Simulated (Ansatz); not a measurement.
cyclo-(SiH2)3 (Si₃H₆). The state is a triplet with charge 0. Geometry PBE-D4/def2-TZVP, that of the neutral singlet; atoms count from 1.

```xyz
9

Si    0.7771    0.5323    0.9689
H     0.6041    0.2324    2.4212
H     1.8988    1.4803    0.7009
Si   -1.1268    0.6368   -0.3885
H    -1.1645    1.6482   -1.4859
H    -2.4637    0.4049    0.2342
Si    0.3501   -1.1687   -0.5810
H     1.2100   -1.2633   -1.7978
H    -0.0852   -2.5029   -0.0720
```

At PBE0-D4/def2-TZVP a singlet of charge 0 lies 3.79 eV below the triplet at the same geometry.

Q: Estimate the Mulliken populations from the PBE0/def2-TZVP orbitals of Ansatz.

A: 
```tsv
atom	charge (e)	spin (α − β)
Si1	0.01	0.67
H2	0.00	0.06
H3	0.00	0.06
Si4	-0.04	0.24
H5	0.01	0.08
H6	0.01	0.09
Si7	0.01	0.67
H8	0.00	0.06
H9	0.00	0.06
```
Mulliken values depend strongly on the basis.

Q: Where does the spin sit?

A: Summed by element: Si 1.59, H 0.41, of 2 unpaired in all. Largest on single atoms: Si1 0.67, Si7 0.67, Si4 0.24.

Q: And the Mayer bond orders between heavy atoms (over 0.3)?

A: Si1–Si4 1.11 (2.34 Å); Si1–Si7 0.95 (2.34 Å); Si4–Si7 1.11 (2.34 Å).
